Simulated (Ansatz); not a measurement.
# MgSi+ (doublet): the correlation ladder, cc-pVDZ

How much of the correlation energy of MgSi+ (doublet) does each wave-function method recover here?

Method: cc-pVDZ, core rule «outside noble gas», up to 10 orbitals frozen; program: Ansatz 0.2.0, Gaussian basis.

To be run: UHF; CCSD(T) on ROHF; CCSD(T) on UHF; BCCD(T) on ROHF; CISD; CCSDT(Q) on ROHF; CCSDT(Q) on UHF; CISDTQ; Full CI.

20 further runs of the same task are left out: 7 for a known fault of the program, 6 that didn't finish, 7 set aside as unsound or not needed.

## Step 1: The geometry

The geometry is a PBE0/def2-TZVP stationary point (not a proven minimum) of the parent state, kept for this charge and spin.

2 atoms, charge 1, spin multiplicity 2.

Atoms are counted from 1 here; the program's logs count them from 0.

Bond lengths: Si1–Mg2 2.532 Å.

## Step 2: UHF

in.yaml

```yaml
crystal:
  periodic: [false, false, false]
  atoms:
    - {symbol: Si, position_ang: [0.000000, 0.000000, 0.000000]}
    - {symbol: Mg, position_ang: [0.000000, 0.000000, 2.532400]}
basis:
  gaussian: {orbitals: cc-pVDZ}
total_charge: 1
magnetization: {spin_polarized: true, initial_magnetization: 1}
hamiltonian: {xc: hf}
output: {orbitals: {seedname: orbitals}}
```

Started as:

```console
> ansatz run in.yaml --threads 1 --pin off --events-out ev --progress --plain --max-ram 2393MiB
```

Further steps of the session: CCSD(T) on ROHF; CCSD(T) on UHF; BCCD(T) on ROHF; CISD; CCSDT(Q) on ROHF; CCSDT(Q) on UHF; CISDTQ; Full CI.

Before running them: what should the planned runs give, taken together? Wanted: FCI below the RHF energy; RMP2 from FCI; UMP2 from FCI; RCCSD from FCI; RCCSD(T) from FCI; UCCSD(T) from FCI; RCCSDT(Q) from FCI; UCCSDT(Q) from FCI; T1 diagnostic.

**Answer**, as computed:

| quantity | value |
| --- | --- |
| FCI below the RHF energy | -2.8930 eV |
| RMP2 from FCI | +845.6 meV |
| UMP2 from FCI | +1006.9 meV |
| RCCSD from FCI | +139.9 meV |
| RCCSD(T) from FCI | +38.2 meV |
| UCCSD(T) from FCI | +49.2 meV |
| RCCSDT(Q) from FCI | +1.2 meV |
| UCCSDT(Q) from FCI | +1.6 meV |
| levels within 1 kcal/mol (43 meV) | RCCSD(T), BCCD(T), RCCSDT, UCCSDT, CISDTQ, RCCSDT(Q), UCCSDT(Q) |
| T1 diagnostic | 0.034 |
| effectively unpaired electrons | 1.20 |

**Reading.** RCCSD(T) lands +38.2 meV from the yardstick (1.3 % of the correlation energy). The occupations show some static correlation. These misses are within one basis, not against nature; the frozen cores of restricted and unrestricted runs differ, which can shift their rows.
